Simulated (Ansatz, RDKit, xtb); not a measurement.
# C4H10OS: ranking a sample of isomers

Which of a sample of isomers of C4H10OS is the most stable in the gas at 298.15 K, and what are its properties? The sample is small against all isomers, and the most stable one of this formula need not be in it.

Plan: many cheap relaxations first (GFN2-xTB), then density-functional screening, relaxation at B3LYP-D3(BJ)/def2-SVP, vibrations (at GFN2-xTB) and a final energy. The numbers are computed, not measured.

**1. Drawing up candidates**

Isomers were taken from a list of plausible structures; this is a sample, not all of them. That gives 11 candidates.

| label | SMILES | spin |
| --- | --- | --- |
| c050 | OCCCCS | singlet |
| c081 | COCCCS | singlet |
| c093 | COC[C@H](C)S | singlet |
| c229 | CCOCSC | singlet |
| c251 | CO[C@H](C)SC | singlet |
| c259 | CCC[S@](C)=O | singlet |
| c519 | CC[C@H](C)[SH]=O | singlet |
| c743 | CC(C)(C)[SH]=O | singlet |
| c853 | CCOCCS | singlet |
| c869 | CCS(=O)CC | singlet |
| c883 | CCSCOC | singlet |

Candidates are built by distance geometry, with a force field where one applies, in up to four conformers (letters a to d).

**Question.** With final energies at CCSD(T)/def2-SVP + MP2/def2-TZVPP - MP2/def2-SVP, which structure will this search put lowest in free energy, and by what margin?

| quantity | value |
| --- | --- |
| lowest structure found | OCCCCS, singlet |
| next finalist | CCOCCS, singlet, 4.3 kcal/mol higher in G |
| share at equilibrium, among the finalists | 99.9 % |

`OCCCCS` comes out lowest. The margin of 4.3 kcal/mol over the next finalist is beyond the usual error of the last level; it says nothing of structures that weren't ranked. r2SCAN-D4/def2-SVP, B3LYP-D3(BJ)/def2-SVP, HF/def2-SVP and MP2/def2-SVP already put its bonding pattern lowest among the structures in one piece; GFN2-xTB favours the singlet CO[C@H](C)SC; HF/STO-3G favours the singlet CCOCSC. 23 minima inside the window were never screened. Lowest found is not proven lowest: the search is finite, and each finalist counts with one conformer. Only 11 drawn patterns were tried, so whole families of isomers are missing, and the result ranks this sample alone. The lowest isomer need not be the one that is made and kept in a bottle, which depends on barriers.
